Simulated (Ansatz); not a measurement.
**NOF (nitrosyl fluoride): PBE0/STO-3G**

What is the vertical ionisation energy of NOF (nitrosyl fluoride) at PBE0/STO-3G? 

The results are computed with Ansatz 0.2.0.

63 further runs of the same task are left out: 16 that didn't finish, 47 set aside as unsound or not needed.

### 1 Starting point

NOF has 3 atoms, charge 0, and is taken as a singlet. As SMILES, `O=NF`. Geometry: relaxed at PBE0-D4/def2-TZVP.

Bond lengths: O1–N2 1.127 Å, N2–F3 1.483 Å. Angles: O1–N2–F3 110.4°.

### 2 The energy at PBE0/STO-3G

The input, job.yaml:

```yaml
crystal:
  periodic: [false, false, false]
  atoms:
    - symbol: O
      position_ang: [0.868350, 0.242970, 0.504740]
    - symbol: N
      position_ang: [0.148930, -0.482540, 0.029910]
    - symbol: F
      position_ang: [-1.017290, 0.239580, -0.534650]
basis:
  gaussian:
    orbitals: STO-3G
hamiltonian:
  xc: pbe0
accuracy: high
```

Started as:

```sh
$ ansatz run job.yaml --threads 1 --pin off --max-ram 3480MiB --events-out events.jsonl --progress --plain --runs-dir runs
```

The program printed:

```text
Warning: RAYON_NUM_THREADS=1 ignored (pool sized by the plan → 1); use --threads N
Functional definition: PBE0
  name "PBE0"
  parameter a = 0.25
  parameter kappa = 0.804
  parameter beta = 0.06672455060314922
  exchange = (1 - a)*pbe_x(kappa = kappa, mu = beta*pi^2/3) + a*exact_x
  correlation = pbe_c(beta = beta)
251 factors; integrals over basis functions are off by at most 3.5e-8 eV
mean field evaluation 1: about -6156.2067 eV, gradient 2.1e1 eV
mean field evaluation 2: about -6143.6953 eV, gradient 7.4e1 eV
mean field evaluation 4: about -6157.6913 eV, gradient 4.6e0 eV
mean field evaluation 8: about -6157.7663 eV, gradient 4.8e-2 eV
mean field evaluation 16: about -6157.7663 eV, gradient 5.8e-8 eV
mean field -6157.76627212 eV, -226.2937366167 hartree, gradient 7.7e-8 eV, S^2 0.000000; 0 other end points of the search recorded, 0 dependent functions left out
reference -6157.76627265 eV, -226.2937366359 hartree; 12, 12 occupied and 3, 3 virtual orbitals, 251 factors
Total energy: -6157.76627265 eV, -226.2937366359 hartree
```

Wall time 0.48 s (1 thread of Intel Xeon Platinum 8488C (Sapphire Rapids), shared host).

### 3 The doublet cation at the same level

The input, input.yaml:

```yaml
crystal:
  periodic: [false, false, false]
  atoms:
    - {symbol: O, position_ang: [0.868350, 0.242970, 0.504740]}
    - {symbol: N, position_ang: [0.148930, -0.482540, 0.029910]}
    - {symbol: F, position_ang: [-1.017290, 0.239580, -0.534650]}
basis:
  gaussian:
    orbitals: STO-3G
total_charge: 1
magnetization:
  spin_polarized: true
  initial_magnetization: 1
hamiltonian:
  xc: {name: PBE0}
accuracy: high
```

Started as:

```sh
$ ansatz run input.yaml --threads 1 --pin off --max-ram 3480MiB --events-out events.jsonl --progress --plain --runs-dir runs
```

The program printed, shortened:

```text
Warning: RAYON_NUM_THREADS=1 ignored (pool sized by the plan → 1); use --threads N
[... 7 set-up lines as earlier in the session ...]
251 factors; integrals over basis functions are off by at most 3.5e-8 eV
mean field evaluation 1: about -6144.8102 eV, gradient 1.9e1 eV
mean field evaluation 2: about -6064.6678 eV, gradient 1.1e2 eV
mean field evaluation 4: about -6147.5068 eV, gradient 7.1e0 eV
mean field evaluation 8: about -6147.8368 eV, gradient 2.5e-1 eV
mean field evaluation 16: about -6147.8373 eV, gradient 2.8e-4 eV
mean field evaluation 32: about -6147.8373 eV, gradient 4.0e-8 eV
mean field -6147.83730963 eV, -225.9288539752 hartree, gradient 4.0e-8 eV, S^2 0.771343; 2 other end points of the search recorded, 0 dependent functions left out
reference -6147.83731016 eV, -225.9288539947 hartree; 12, 11 occupied and 3, 4 virtual orbitals, 251 factors
Total energy: -6147.83731016 eV, -225.9288539947 hartree
```

Run time: 1.9 s. Hardware: 1 thread of Intel Xeon Platinum 8488C (Sapphire Rapids), shared host; peak memory 0.11 GiB.

### 4 Outcome

At PBE0/STO-3G:

```
                                          quantity          value
                         singlet NOF: total energy  -226.29374 Eh
                      doublet cation: total energy  -225.92885 Eh
                              doublet cation: ⟨S²⟩          0.771
vertical ionisation energy (to the doublet cation)       9.929 eV
```

**Reading.** The vertical ionisation energy comes to 9.93 eV (229 kcal/mol). In a minimal basis such a difference can be off by several eV, whatever the method.
